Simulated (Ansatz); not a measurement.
Geometry optimisation, Ansatz 0.2.0, RKS PBE-D4/def2-SVP.

The input (input.yaml):

```yaml
crystal:
  periodic: [false, false, false]
  atoms:
    - { symbol: "N", position_ang: [-1.0131, -0.7386, -0.5842] }
    - { symbol: C, position_ang: [-0.0955, 0.0012, -0.1215] }
    - { symbol: S, position_ang: [0.6349, -0.4874, 1.3522] }
    - { symbol: H, position_ang: [-0.82329, 0.60512, -0.66344] }
    - { symbol: H, position_ang: [0.2774, 0.9035, -0.6469] }
    - { symbol: H, position_ang: [1.5616, 0.5213, 1.4267] }
basis:
  gaussian: { orbitals: def2-SVP }
hamiltonian:
  xc: pbe
  dispersion: d4
relax:
  f_tol: 0.02
  max_steps: 50
```

Command:

```bash
$ ansatz run input.yaml --threads 1 --pin off --max-ram 2048MiB --backend cpu --events-out ev --progress --plain --runs-dir out
```

Question: Where does it end, and by what steps?

Answer: The forces met the threshold. After 11 steps the energy has fallen by 4.337 eV; H4 moved furthest, 0.98 Å. Parted: C2–H4. Joined: N1–H4.

```
step  energy less start (eV)  largest force component (eV/Å)  accepted
   0                  0.0000                           5.215       yes
   1                 -1.0948                           3.451       yes
   2                 -2.2836                           2.730       yes
   3                 -3.1458                           2.789       yes
   4                 -3.7468                           2.997       yes
   5                 -4.1839                           1.633       yes
   6                 -4.2632                           0.628       yes
   7                 -4.3284                           0.332       yes
   8                 -4.3356                           0.314       yes
   9                 -4.3374                           0.057       yes
  10                 -4.3374                           0.031       yes
  11                 -4.3374                           0.002       yes
```

```xyz
6
Properties=species:S:1:pos:R:3
N -1.075 -0.391 -0.464
C -0.021 0.154 0.003
S 0.775 -0.535 1.436
H -1.405 0.131 -1.291
H 0.493 1.059 -0.400
H 1.776 0.388 1.479
```

Run time: 19 s on 1 CPU thread of a shared host.
